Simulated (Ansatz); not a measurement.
input.yaml (Ansatz)

```yaml
crystal:
  lattice:
    - [0.0, 1.9236023117, 1.9236023117]
    - [1.9236023117, 0.0, 1.9236023117]
    - [1.9236023117, 1.9236023117, 0.0]
  atoms:
    - { symbol: Rh, position: [0.0, 0.0, 0.0], spin: 1.0, spin_axis: [0, 0, 1] }
hamiltonian:
  xc: revpbe
  pseudopotentials:
    kind: paw_fr
    azcp:
      Rh: "pseudopotentials/Rh.paw.azcp"
basis:
  ecutwfc: 420
  fft_grid_basis: typed
kpoints:
  mp_grid: { grid: [14, 14, 14], shift: [0, 0, 0] }
magnetization:
  noncollinear: true
  spin_orbit: true
scf:
  occupations: { method: fermi_dirac, width: 0.05 }
```

Terminal output

```
Engine: ansatz 0.2.0, aarch64-unknown-linux-gnu
Pseudopotentials: kind: paw_fr
Pseudopotential: Rh, paw_fr, valence charge 17, recommended cutoff 420 eV (normal) 
Functional definition: revPBE
  parameter kappa = 1.245
  parameter beta = 0.06672455060314922
  exchange = pbe_x(kappa = kappa, mu = beta*pi^2/3)
  correlation = pbe_c(beta = beta)
Crystal: 1 atoms, lattice volume = 14.236 Å³
Basis set: ecut = 420 eV, 283 PW (Γ)
Bands: 26, of which v1, the nominal top of the filled ones, is band 17 counted from 1 (16 counted from 0)
Symmetry: 8 space group operations + 8 with time reversal
Magnetic group: BNS 139.537 (UNI 1197), of the structure as read, at distance tolerance 2.4e-5 Å
k-points: 244 of 2744 (time reversal used)
Projection manifold: j_resolved (fully-relativistic pseudo-atomic orbitals)
Non-local potential: Rh, projectors of the file, l = 0: 3, l = 1: 4, l = 2: 4, l = 3: 2
PAW form: soft (Blöchl's): semilocal exchange-correlation on the pseudo side does not see the compensation charge
PAW frozen core: Rh, regenerated for the run's functional, and the local potential with it (the file was generated under x = pbe(κ = 0.804, μ = 0.2195149727645171), c = pbe(β = 0.06672455060314922))
PAW one-centre angular grid: Rh, 590 points (default); XC on 96 Gauss nodes
Initial density: superposition of atomic densities (chi_scale 0.1, normalization cell)
Starting moments: Σ|m| = 1 μB on 1 of 1 site
Initial wavefunctions: pseudopotential atomic-orbital guess
Functional: x = revpbe(κ = 1.245, μ = 0.2195149727645171), c = pbe(β = 0.06672455060314922)
SCF iter   1: F=—  HF=-6410.384561 eV  |F-HF|=—  |Δ(HF+E_count)|=         —  Δρ=1.10e-1  dr2=1.60e0  dr2_m=2.13e-1  ethr=3.10e-3  |M|=4.46e-1 ∫|m|=4.52e-1 μB  |m|>n=0.0e0 m-floor=0.0e0 τ_xc=0.0e0 mc-row=0.0e0  β_m=0.30  ⟨swp⟩=6.3  Hψ=31234  notcnv=0  defer=67
SCF iter   2: F=—  HF=-6409.992696 eV  |F-HF|=—  |Δ(HF+E_count)|=   3.92e-1  Δρ=6.13e-2  dr2=1.18e-1  dr2_m=1.22e-1  ethr=3.10e-3  |M|=4.03e-1 ∫|m|=4.13e-1 μB  |m|>n=0.0e0 m-floor=0.0e0 τ_xc=8.1e-5 mc-row=0.0e0  β_m=0.30  ⟨swp⟩=2.5  Hψ=12831  notcnv=0  defer=657
SCF iter   3: F=—  HF=-6409.986260 eV  |F-HF|=—  |Δ(HF+E_count)|=   6.44e-3  Δρ=5.05e-2  dr2=1.30e-2  dr2_m=8.30e-2  ethr=6.96e-4  |M|=3.44e-1 ∫|m|=3.58e-1 μB  |m|>n=0.0e0 m-floor=0.0e0 τ_xc=1.1e-4 mc-row=0.0e0  β_m=0.30  ⟨swp⟩=2.2  Hψ=9370  notcnv=0  defer=658
SCF iter   4: F=—  HF=-6409.996437 eV  |F-HF|=—  |Δ(HF+E_count)|=   1.02e-2  Δρ=4.31e-2  dr2=3.22e-4  dr2_m=6.07e-2  ethr=7.65e-5  |M|=2.88e-1 ∫|m|=3.03e-1 μB  |m|>n=0.0e0 m-floor=0.0e0 τ_xc=1.2e-4 mc-row=0.0e0  β_m=0.30  ⟨swp⟩=3.0  Hψ=11269  notcnv=0  defer=658
SCF iter   5: F=—  HF=-6410.005098 eV  |F-HF|=—  |Δ(HF+E_count)|=   8.66e-3  Δρ=3.69e-2  dr2=2.66e-5  dr2_m=4.44e-2  ethr=1.90e-6  |M|=2.41e-1 ∫|m|=2.57e-1 μB  |m|>n=0.0e0 m-floor=0.0e0 τ_xc=1.1e-4 mc-row=0.0e0  β_m=0.30  ⟨swp⟩=2.0  Hψ=8414  notcnv=0  defer=659
SCF iter   6: F=—  HF=-6410.011575 eV  |F-HF|=—  |Δ(HF+E_count)|=   6.48e-3  Δρ=3.15e-2  dr2=1.94e-6  dr2_m=3.25e-2  ethr=1.57e-7  |M|=2.01e-1 ∫|m|=2.18e-1 μB  |m|>n=0.0e0 m-floor=0.0e0 τ_xc=9.3e-5 mc-row=0.0e0  β_m=0.30  ⟨swp⟩=2.0  Hψ=11469  notcnv=0  defer=659
SCF iter   7: F=—  HF=-6410.016360 eV  |F-HF|=—  |Δ(HF+E_count)|=   4.79e-3  Δρ=2.69e-2  dr2=1.41e-6  dr2_m=2.36e-2  ethr=1.14e-8  |M|=1.69e-1 ∫|m|=1.85e-1 μB  |m|>n=0.0e0 m-floor=0.0e0 τ_xc=7.7e-5 mc-row=0.0e0  β_m=0.30  ⟨swp⟩=2.7  Hψ=11182  notcnv=0  defer=657
SCF iter   8: F=—  HF=-6410.019875 eV  |F-HF|=—  |Δ(HF+E_count)|=   3.51e-3  Δρ=2.28e-2  dr2=1.55e-6  dr2_m=1.69e-2  ethr=8.31e-9  |M|=1.42e-1 ∫|m|=1.58e-1 μB  |m|>n=0.0e0 m-floor=0.0e0 τ_xc=6.2e-5 mc-row=0.0e0  β_m=0.30  ⟨swp⟩=3.0  Hψ=11784  notcnv=0  defer=657
Mixer restart at iter 8: flushing history
spin-set hold released at iteration 8 (site moments contracting): the magnetisation degrees of freedom join the quasi-Newton model from the next iteration; the mixer history was flushed
SCF iter   9: F=—  HF=-6410.022427 eV  |F-HF|=—  |Δ(HF+E_count)|=   2.55e-3  Δρ=1.92e-2  dr2=5.05e-7  dr2_m=1.20e-2  ethr=8.31e-9  |M|=1.21e-1 ∫|m|=1.36e-1 μB  |m|>n=0.0e0 m-floor=0.0e0 τ_xc=4.9e-5 mc-row=0.0e0  β_m=0.41  ⟨swp⟩=2.8  Hψ=11174  notcnv=0  defer=657
SCF iter  10: F=—  HF=-6410.027977 eV  |F-HF|=—  |Δ(HF+E_count)|=   5.55e-3  Δρ=7.27e-3  dr2=1.12e-6  dr2_m=1.72e-3  ethr=2.97e-9  |M|=5.10e-2 ∫|m|=5.93e-2 μB  |m|>n=0.0e0 m-floor=0.0e0 τ_xc=1.2e-5 mc-row=0.0e0  β_m=0.79  ⟨swp⟩=3.6  Hψ=15484  notcnv=0  defer=658
SCF iter  11: F=—  HF=-6410.029089 eV  |F-HF|=—  |Δ(HF+E_count)|=   1.11e-3  Δρ=7.79e-4  dr2=1.83e-6  dr2_m=1.98e-5  ethr=2.97e-9  |M|=6.17e-3 ∫|m|=8.66e-3 μB  |m|>n=0.0e0 m-floor=0.0e0 τ_xc=6.8e-7 mc-row=0.0e0  β_m=0.89  ⟨swp⟩=3.1  Hψ=14902  notcnv=0  defer=662
SCF iter  12: F=—  HF=-6410.029122 eV  |F-HF|=—  |Δ(HF+E_count)|=   3.24e-5  Δρ=3.09e-4  dr2=1.20e-5  dr2_m=1.74e-7  ethr=2.97e-9  |M|=1.70e-4 ∫|m|=5.23e-4 μB  |m|>n=0.0e0 m-floor=0.0e0 τ_xc=1.6e-8 mc-row=0.0e0  β_m=0.66  ⟨swp⟩=3.1  Hψ=12915  notcnv=0  defer=674
SCF iter  13: F=—  HF=-6410.029119 eV  |F-HF|=—  |Δ(HF+E_count)|=   3.31e-6  Δρ=6.21e-5  dr2=3.44e-8  dr2_m=1.27e-7  ethr=5.88e-10  |M|=3.06e-4 ∫|m|=3.08e-4 μB  |m|>n=0.0e0 m-floor=0.0e0 τ_xc=7.2e-9 mc-row=0.0e0  β_m=0.77  ⟨swp⟩=1.0  Hψ=17352  notcnv=0
SCF iter  14: F=—  HF=-6410.029119 eV  |F-HF|=—  |Δ(HF+E_count)|=   1.30e-7  Δρ=1.64e-5  dr2=1.81e-10  dr2_m=8.87e-9  ethr=2.02e-10  |M|=7.62e-5 ∫|m|=8.09e-5 μB  |m|>n=0.0e0 m-floor=0.0e0 τ_xc=5.4e-10 mc-row=0.0e0  β_m=0.89  ⟨swp⟩=2.0  Hψ=11499  notcnv=0
SCF iter  15: F=—  HF=-6410.029119 eV  |F-HF|=—  |Δ(HF+E_count)|=   1.01e-8  Δρ=2.07e-6  dr2=2.72e-12  dr2_m=1.41e-10  ethr=1.06e-12  |M|=6.26e-6 ∫|m|=1.27e-5 μB  |m|>n=0.0e0 m-floor=0.0e0 τ_xc=8.8e-12 mc-row=0.0e0  β_m=0.94  ⟨swp⟩=3.0  Hψ=15708  notcnv=0
SCF iter  16: F=-6410.029119 eV  HF=-6410.029119 eV  |F-HF|=5.46e-12  |Δ(HF+E_count)|=  1.67e-10  Δρ=3.99e-7  dr2=6.76e-13  dr2_m=5.23e-12  ethr=1.00e-12  |M|=5.92e-7 ∫|m|=2.66e-6 μB  |m|>n=0.0e0 m-floor=0.0e0 τ_xc=4.0e-14 mc-row=0.0e0  ⟨swp⟩=2.0  Hψ=11494  notcnv=0
WARN: the starting moments were not kept: the SCF closed with an absolute magnetisation of 2.6e-6 μB, where they sum to 1 μB in size (1 site). That is at most 0.1 of that sum. Measured as dr2_m measures the in/out step, that magnetisation stands 3.1e-12 eV from none, at or under the dr2_threshold of 1.0e-7 eV: it is no larger than a step whose dr2_m would equal this threshold. The system may hold no moment; this SCF shows only that its start led to no more than that. To try another start: raise the starting moments (crystal.atoms[].spin, magnetization.per_species, magnetization.initial_magnetization, or on a non-collinear deck that types none of these the spinor_matrix: blocks that start its atoms; where the total moment is fixed, keep their sum and leave initial_magnetization as it is; typed ones take the place of any that the run laid by itself, positive ones on a crystal's lanthanoids without a Hubbard term where scf.initial_density.shell_occupations: [] is typed) or, if the notice of its spin-set hold's release reads "site moments contracting" or "site moments show no strong build", lengthen the hold (scf.mixing.spin_hold: { on: { confirm: 4 } }; for m-r²SCAN on two components see the key's manual first). Each may lead to a state that holds a moment. A second SCF, from the converged charge density, with the starting moments and any scf.initial_density.shell_occupations laid on it anew, would have followed, and was not run: the deck does not ask for one (magnetization.retry_lost_moments is false, the default). To let it run, set magnetization.retry_lost_moments: true and run the deck again, where that key's refused combinations let it; where memory then withholds it, that run's warning says so.
SCF 1 converged in 16 iterations: F = -6410.029119 eV  dr2 = 6.76e-13
SCF converged after 16 iterations
Magnetization: |M| = 0.0000 μB,  M = (+0.0000, +0.0000, -0.0000) μB
Absolute magnetization: 0.0000 μB (∫|m|, with the PAW one-centre terms)
  site 0: m = (-0.0000, +0.0000, -0.0000) μB, |m| = 0.0000 μB  (R = 1.12 Å)
Free energy (F): -6410.029119 eV
Harris-Foulkes:  -6410.029119 eV  (|F-HF|=5.46e-12)
Internal energy: -6410.018500 eV  (E = F + TS)
E sigma→0 (E₀):  -6410.023809 eV
Entropy (-TS):   -0.010619 eV (-10.619 meV/atom)
Fermi energy:    21.470336 eV
--- Per-component energies (eV) ---
  E_band       = -98.891183
  E_kinetic    = 572.457102
  E_local      = -1605.258118  (includes V_loc(G=0)·N_el)
  E_nonlocal   = 353.074692
  E_hartree    = 564.618212
  E_xc         = -221.761282
  E_vxc        = -278.131977  (∫ρ·V_xc dr)
  E_paw        = -3593.366597  (= ΣΔE_a)
  E_vpaw       = -270.270161  (= ΣTr[D̂ρ^β])
  E_aug_tail   = 0.000867  (compensation charges beyond the density's cutoff)
  E_ewald      = -2479.708532
  E_core_change = -0.074843  (= ΣΔE_core)
  E_smearing   = -0.010619  (= −TS)
  E_closure    = 0.000000  (closes the sum)
  Σ components = -6410.029119   (vs F -6410.029119, Δ=0.00e0)
```
